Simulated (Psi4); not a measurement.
# CCSD(T)/3-21G (sweep point 2) run of [NO2]+ (SMILES O=[N+]=O)

Aim: the vertical electron affinity of [NO2]+ at CCSD(T)/3-21G (sweep point 2), from 2 runs. 

The results are computed with Psi4 1.11.

## Step 1: Starting point

The species is [NO2]+ (3 atoms), meant as a singlet with charge +1. SMILES: `O=[N+]=O`. The shape is that of a GFN2-xTB optimisation.

Bond lengths: O1–N2 1.091 Å, N2–O3 1.091 Å. Angles: O1–N2–O3 180.0°.

## Step 2: The energy at CCSD(T)/3-21G (sweep point 2)

The input, no2.inp:

```
memory 1600 mb

molecule {
  1 1
  O     -0.563200     0.911190    -0.206000
  N     -0.000010    -0.000010     0.000000
  O      0.563210    -0.911180     0.206000
  symmetry c1
}

set puream true
set scf_type pk
set num_frozen_docc 3

energy('ccsd(t)/3-21G')
print_variables()
```

Command:

```sh
$ psi4 -n 1 no2.inp no2.out
```

no2.out:

```text
[...]
  Running in c1 symmetry.
[...]
  Nuclear repulsion =   69.856929363039370
[...]
  Multiplicity = 1
[...]
  Nalpha       = 11
  Nbeta        = 11
[...]
    Number of basis functions: 27
[...]
   @RHF iter   1:  -202.28580298377557    7.74816e-01   2.42778e-02 ADIIS/DIIS
[...]
   @RHF iter  10:  -202.45805887464368   -9.37916e-13   6.87095e-09 DIIS
[...]
    Orbital Energies [Eh]
    ---------------------
    Doubly Occupied:
       1A    -21.051887     2A    -21.049959     3A    -16.276338
       4A     -2.184099     5A     -2.066519     6A     -1.258221
       7A     -1.253318     8A     -1.253318     9A     -1.181928
      10A     -0.927946    11A     -0.927946
[...]
  @RHF Final Energy:  -202.45805887464368
   => Energetics <=
    Nuclear Repulsion Energy =             69.8569293630393702
    One-Electron Energy =                -405.7670199642531657
    Two-Electron Energy =                 133.4520317265701408
    Total Energy =                       -202.4580588746436831
[...]
 Multipole Moments:
 ------------------------------------------------------------------------------------
     Multipole            Electronic (a.u.)      Nuclear  (a.u.)        Total (a.u.)
 ------------------------------------------------------------------------------------
 L = 1.  Multiply by 2.5417464519 to convert [e a0] to [Debye]
 Dipole X            :         -0.0000168            0.0000001           -0.0000167
 Dipole Y            :          0.0000008           -0.0000000            0.0000007
 Dipole Z            :         -0.0000232            0.0000000           -0.0000231
 Magnitude           :                                                    0.0000286
[...]
      * MP2 total energy                      = -202.897250960356047
[...]
      * CCSD total energy                     = -202.852518802034524
[...]
      * CCSD(T) total energy                  = -202.877531488269000
[...]
```

Wall time 1.4 s (1 thread of Intel Xeon 6975P-C (Granite Rapids), shared host); peak memory 0.19 GiB.

## Step 3: Doublet neutral NO2

The input, no2.inp:

```
memory 1600 MB

molecule system {
  0 2
  O     -0.563200     0.911190    -0.206000
  N     -0.000010    -0.000010     0.000000
  O      0.563210    -0.911180     0.206000
  symmetry c1
}

set {
  basis 3-21G
  reference uhf
  puream true
  scf_type pk
  num_frozen_docc 3
  maxiter 150
}

result, w = energy('ccsd(t)', return_wfn=True)
print_variables()
```

Command:

```sh
$ psi4 no2.inp no2.out -n 1
```

no2.out:

```text
[...]
  Running in c1 symmetry.
[...]
  Nuclear repulsion =   69.856929363039370
[...]
  Multiplicity = 2
[...]
  Nalpha       = 12
  Nbeta        = 11
[...]
    Number of basis functions: 27
[...]
   @UHF iter   1:  -202.65568426067952    4.04935e-01   1.75867e-02 DIIS/ADIIS
[...]
   @UHF iter  13:  -202.74517536739484   -3.29692e-12   9.06331e-09 DIIS
[...]
   @S^2 Observed:                7.597616215E-01
[...]
    Orbital Energies [Eh]
    ---------------------
    Alpha Occupied:
       1A    -20.577349     2A    -20.575450     3A    -15.753653
       4A     -1.758034     5A     -1.623941     6A     -0.926048
       7A     -0.882617     8A     -0.832588     9A     -0.777993
      10A     -0.646958    11A     -0.522841    12A     -0.323387
    Alpha Virtual:
      13A      0.165928    14A      0.386595    15A      1.044709
      16A      1.182772    17A      1.237153    18A      1.270636
      19A      1.693554    20A      1.736349    21A      1.760454
      22A      1.818768    23A      1.850429    24A      1.856815
      25A      1.886678    26A      3.328581    27A      4.256057
[...]
  @UHF Final Energy:  -202.74517536739484
   => Energetics <=
    Nuclear Repulsion Energy =             69.8569293630393702
    One-Electron Energy =                -415.6598190444269676
    Two-Electron Energy =                 143.0577143139927330
    Total Energy =                       -202.7451753673948360
  UHF NO Occupations:
  HONO-2 :   10  A 1.9983751
  HONO-1 :   11  A 1.9983470
[...]
 Multipole Moments:
 ------------------------------------------------------------------------------------
     Multipole            Electronic (a.u.)      Nuclear  (a.u.)        Total (a.u.)
 ------------------------------------------------------------------------------------
 L = 1.  Multiply by 2.5417464519 to convert [e a0] to [Debye]
 Dipole X            :          0.0000124            0.0000001            0.0000125
 Dipole Y            :         -0.0000002           -0.0000000           -0.0000002
 Dipole Z            :         -0.0000221            0.0000000           -0.0000221
 Magnitude           :                                                    0.0000254
[...]
      * MP2 total energy                      = -203.088245850689503
[...]
      * CCSD total energy                     = -203.081549349323979
[...]
      * CCSD(T) total energy                     = -203.094755862572299
[...]
```

Wall time 1.6 s (1 thread of Intel Xeon 6975P-C (Granite Rapids), shared host); peak memory 0.19 GiB.

## Step 4: Results

Level: CCSD(T)/3-21G (sweep point 2), 3 core orbitals frozen.

```
                                                                       quantity          value
                                                   singlet [NO2]+: total energy  -202.87753 Eh
                            singlet [NO2]+: HOMO energy (Hartree–Fock orbitals)      -25.25 eV
                            singlet [NO2]+: LUMO energy (Hartree–Fock orbitals)       -6.82 eV
                          singlet [NO2]+: HOMO–LUMO gap (Hartree–Fock orbitals)       18.43 eV
                    singlet [NO2]+: correlation energy (3 core orbitals frozen)     -419.5 mEh
                                                 singlet [NO2]+: (T) correction     -25.01 mEh
                                                  singlet [NO2]+: T1 diagnostic          0.020
                                              doublet neutral NO2: total energy  -203.09476 Eh
doublet neutral NO2: HOMO energy (Hartree–Fock orbitals) (highest over α and β)       -8.80 eV
 doublet neutral NO2: LUMO energy (Hartree–Fock orbitals) (lowest over α and β)        4.52 eV
               doublet neutral NO2: correlation energy (3 core orbitals frozen)     -349.6 mEh
                                            doublet neutral NO2: (T) correction     -13.21 mEh
                         doublet neutral NO2: ⟨S²⟩ of the reference determinant          0.760
                                             doublet neutral NO2: T1 diagnostic          0.022
                            vertical electron affinity (to the doublet neutral)       5.911 eV
```

At fixed nuclei the extra electron is bound by 5.91 eV (136 kcal/mol). The triples (singlet [NO2]+) make up 6.0 % of the correlation energy. The triples (doublet neutral NO2) make up 3.8 % of the correlation energy.
